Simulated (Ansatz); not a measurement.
**C₂H₃F (SMILES C=CF): energies and forces away from the minimum**

The task here is to estimate one member of a computed series from the others.

Method: single points with forces in def2-TZVPP; program: Ansatz 0.2.0, Gaussian basis.

Levels: PBE-D4, r2SCAN-D4, PBE0-D4, wB97M-V, Hartree-Fock, MP2, CCSD, CCSD(T). Each coordinate is moved by a Gaussian draw of the width named (0.7 of it for atoms other than hydrogen): 0.09, 0.12, 0.12, 0.12 Å.

Correlated methods freeze the cores.

6 further runs of the same task are left out: 6 set aside as unsound or not needed.

## The starting structure

6 atoms, charge 0, spin multiplicity 1.

Atoms are counted from 1 here; the program's logs count them from 0.

Bond lengths: C1–C2 1.279 Å, C1–H4 1.032 Å, C1–H5 1.142 Å, C2–F3 1.327 Å, C2–H6 1.096 Å. Angles: C2–C1–H4 123.4°, C2–C1–H5 121.0°, H4–C1–H5 115.6°, C1–C2–F3 118.6°, C1–C2–H6 128.2°, F3–C2–H6 113.2°.

Coordinates:

```
C    -0.5117    0.0511   -0.4215
C     0.4849   -0.0077    0.3781
F     0.9168   -1.2005    0.7678
H    -0.9924   -0.7840   -0.7920
H    -0.9255    1.0562   -0.7725
H     1.0699    0.8209    0.7938
```

The first run:

File pre/in.yaml:

```yaml
crystal:
  periodic: [false, false, false]
  atoms:
    - {symbol: C, position_ang: [-0.511700, 0.051100, -0.421500]}
    - {symbol: C, position_ang: [0.484900, -0.007700, 0.378100]}
    - {symbol: F, position_ang: [0.916800, -1.200500, 0.767800]}
    - {symbol: H, position_ang: [-0.992400, -0.784000, -0.792000]}
    - {symbol: H, position_ang: [-0.925500, 1.056200, -0.772500]}
    - {symbol: H, position_ang: [1.069900, 0.820900, 0.793800]}
basis:
  gaussian: {orbitals: def2-SVP}
hamiltonian: {xc: pbe, dispersion: d4}
relax: {f_tol: 0.03, max_steps: 250}
```

The command line of these runs was not kept.

Steps of the session up to this table: A first relaxation in a small basis; Finding the minimum; The minimum at every level; Structure 1, width 0.09 Å; Structure 2, width 0.12 Å; Structure 3, width 0.12 Å; Structure 4, width 0.12 Å.

One table of the session follows, with a row left open; its other results are not shown here.

| method | RMS force component (eV/Å) | angle to CCSD(T) forces (°) | dipole (D) |
| --- | --- | --- | --- |
| PBE-D4 | ? | ? | ? |
| r2SCAN-D4 | 5.367 | 1.7 | 1.61 |
| PBE0-D4 | 5.422 | 2.0 | 1.66 |
| wB97M-V | 5.397 | 1.6 | 1.67 |
| CCSD(T) | 5.676 | reference | 1.68 |

Q: Estimate the row for PBE-D4 from the others.

**Answer.** RMS force component (eV/Å): 5.406; angle to CCSD(T) forces (°): 2.4; dipole (D): 1.54. In the column «RMS force component (eV/Å)» it lies between wB97M-V (5.397) and PBE0-D4 (5.422).
